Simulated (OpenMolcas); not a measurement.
**An input for triplet PF3**

PF3 has 4 atoms, charge 0, and is taken as a triplet. SMILES of the parent species: `FP(F)F`. Geometry: relaxed at PBE0-D4/def2-TZVP. That shape belongs to the parent species and isn't relaxed for this state.

```xyz
4

F     0.8344   -0.6632    0.8745
P    -0.2975    0.3146    0.3923
F    -1.0619   -0.6965   -0.5369
F     0.5250    1.0452   -0.7300
```

Settings wanted:

```json
{
  "method": "DFT",
  "reference": "UKS",
  "integral approximation": "none",
  "basis set": "STO-3G",
  "task": "energy",
  "functional": "PBE",
  "nucleus": "point",
  "integration grid": "UltraFine",
  "SCF convergence threshold": "1e-10"
}
```

Give an OpenMolcas 26.06 job that does this.

One that was run (others would do as well):

run.input:
```
&GATEWAY
 BasLib = $CurrDir
 Coord
 4
 bohr
 F      1.57678748    -1.25326637     1.65256550
 P     -0.56219352     0.59450784     0.74133956
 F     -2.00670017    -1.31619425    -1.01459396
 F      0.99210622     1.97514175    -1.37950007
 Basis = STO-3G
 Group = NoSym

&SEWARD
 GridInput
 Grid=UltraFine
 End of Grid

&SCF
 UHF
 Spin = 3
 KSDFT = PBE
 Thresholds = 1e-10 1e-07 1e-07 1e-05
 PrOrbitals = 1 1
```

```bash
$ export MOLCAS_MEM=1860
$ pymolcas run.input > run.log
```

(Basis files named in the input come from the Basis Set Exchange and aren't shown.)

Calculated total energy: -631.90789 Eh.
